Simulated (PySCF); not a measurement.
The dipole of thioacetamide, `CC(N)=S` from its density and from atomic charges.

Coordinates (GFN2-xTB, Å) and charges (e) from the PBE0/pcSseg-1 density (PySCF):

```csv
atom,x,y,z,Mulliken,IAO,Hirshfeld,ESP-fitted
C1,-1.108,0.010,0.047,-0.1946,-0.4456,-0.1200,-0.3180
C2,0.304,0.434,-0.196,-0.1391,+0.0703,+0.0824,+0.2441
N3,1.255,-0.461,0.120,-0.2950,-0.4438,-0.1475,-0.5951
S4,0.698,1.900,-0.808,-0.1877,-0.2464,-0.2539,-0.3526
H5,-1.266,-0.176,1.110,+0.1384,+0.1604,+0.0528,+0.1292
H6,-1.329,-0.909,-0.496,+0.1348,+0.1576,+0.0517,+0.1288
H7,-1.790,0.789,-0.279,+0.1494,+0.1787,+0.0519,+0.1031
H8,2.221,-0.217,-0.023,+0.2052,+0.2930,+0.1383,+0.3082
H9,1.028,-1.364,0.500,+0.1886,+0.2757,+0.1443,+0.3523
```

Question: What dipole does each set of charges give (1 e·Å = 4.803 D), and what does the density give?

Answer: The full density gives (-0.15, -4.23, 1.74) D, 4.58 D in size; dipole vectors point from the negative to the positive end.

```csv
scheme,μx,μy,μz,size (D),share of the full size (%),angle to the full dipole (°)
Mulliken,-1.44,-2.95,1.29,3.53,77,22
IAO,-0.06,-3.40,1.40,3.68,80,1
Hirshfeld,0.11,-2.99,1.22,3.23,71,4
ESP-fitted,-0.19,-4.32,1.78,4.67,102,0
```

Question: Which set comes closest?

Answer: Length of the difference vector: ESP-fitted 0.10 D, IAO 0.90 D, Hirshfeld 1.37 D, Mulliken 1.87 D. Closest: ESP-fitted. ESP charges are fitted to the potential around the molecule, whose slowest-falling term is the dipole's. The schemes that divide the density aren't constrained to reproduce the dipole.

Question: What is left for the Hirshfeld atoms' own dipoles?

Answer: The Hirshfeld atoms' densities add up to the full density, so μ = Σ q r + Σ (atomic dipoles). The atomic dipoles sum to (-0.15, -4.23, 1.74) − (0.11, -2.99, 1.22) = (-0.26, -1.24, 0.52) D, 1.37 D in size.

Question: With the origin at the mean of the coordinates, (0.002, 0.001, -0.003) Å, which are the largest single terms, by size, of the Mulliken dipole along the direction of the full one?

Answer: S4 +1.88, H9 +1.28, N3 -0.61, H7 -0.56, H6 +0.45 D; all 9 atoms together +3.27 D. The single terms depend on the origin, their sum doesn't.

Question: Give the size of the full dipole in other units.

Answer: 4.58 D = 1.800 au = 0.953 e·Å = 15.26 × 10⁻³⁰ C·m.

Isolated species at its GFN2-xTB geometry (one conformer only).

These values come from a run that also computed NMR shieldings. Time: 5.3 s. Hardware: x86-64 server, one thread, on a shared host.

Shape of the structure used: `[CH3:1][C:2]([NH2:3])=[S:4]`: H–N3–C2–C1 180°, H–N3–C2–C1 0°.
